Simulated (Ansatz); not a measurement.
**AlGa2H, triplet: reading a ladder of total energies**

Geometry: that of the AlGa2H, singlet, kept fixed.

```yaml
atoms:
  - { symbol: Al, position_ang: [0.0000, 1.8685, 0.0000] }
  - { symbol: Ga, position_ang: [0.0000, -0.3866, -1.1851] }
  - { symbol: Ga, position_ang: [0.0000, -0.3866, 1.1851] }
  - { symbol: H, position_ang: [0.0000, 3.4687, 0.0000] }
```

Basis cc-pVTZ; Ansatz 0.2.0. Correlated methods freeze the noble-gas cores and the filled d shells of p-block atoms, which leaves 10 electrons in 101 orbitals. Prefix R: restricted or restricted open-shell reference; prefix U: unrestricted. No spin–orbit coupling is included, and no scalar relativity.

Full CI isn't at hand for all of this; UCCSDT(Q) serves as the reference, and is uncertain by about the last step of the cluster series.

Runs differ by some tens of microhartree through their thresholds and, for an open shell, their frozen cores, so steps under 0.03 kcal/mol mean nothing.

```
    level  total energy (hartree)
      UHF            -4089.035637
     UMP2            -4089.216627
    UCCSD            -4089.247078
 UCCSD(T)            -4089.260814
   UCCSDT            -4089.262506
UCCSDT(Q)            -4089.263786
```

**Question.** What is the correlation energy at UCCSDT(Q), and what share of it do UMP2 and UCCSD(T) recover?

**Answer.** E(corr) = -4089.263786 − (-4089.035637) = -0.228149 hartree = -6.208 eV. UMP2: -0.180990 / -0.228149 = 79.33 %. UCCSD(T): -0.225177 / -0.228149 = 98.70 %.

**Question.** By how many kcal/mol does UCCSD(T) miss UCCSDT(Q) (1 hartree = 627.509 kcal/mol), and which steps make up the rest?

**Answer.** -4089.260814 − (-4089.263786) = 0.002972 hartree = 1.86 kcal/mol. Steps: UCCSDT − UCCSD(T) = -1.06, UCCSDT(Q) − UCCSDT = -0.80 kcal/mol. Differences between like states or geometries often cancel part of this.
